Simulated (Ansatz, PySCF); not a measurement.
## Zinc-blende BP: smallest direct gap on the k points sampled by level of theory

No measured value is used here.

| level (code) | value (eV) | cell (Å³/atom) |
|---|---|---|
| PBE (Ansatz) | 3.40 | 11.68 |
| r²SCAN (Ansatz) | 3.60 | 11.68 |
| HSE06-D3(BJ) (Ansatz) | 4.40 | 11.27 |
| Hartree–Fock (Ansatz) | 10.70 | 11.68 |
| evGW@PBE (PySCF) | 4.61 ± 0.05 | 11.68 |

At these levels the smallest gap is indirect and lower: PBE 1.24, r²SCAN 1.41, HSE06-D3(BJ) 1.91, Hartree–Fock 7.83, evGW@PBE 2.17 eV. Computed values are for a static lattice.  A ± on a computed value is a rough bar: the spread of its extrapolation, a floor set from checks against published values, or a statistical error. Values are at the measured cell; HSE06-D3(BJ) at the level's own relaxed cell. Cutoffs and k meshes differ between the levels. Ansatz's density-functional and Hartree–Fock values are scalar-relativistic unless marked +SOC, with PAW data made under PBE.

Ansatz is a quantum-chemistry and plane-wave program.
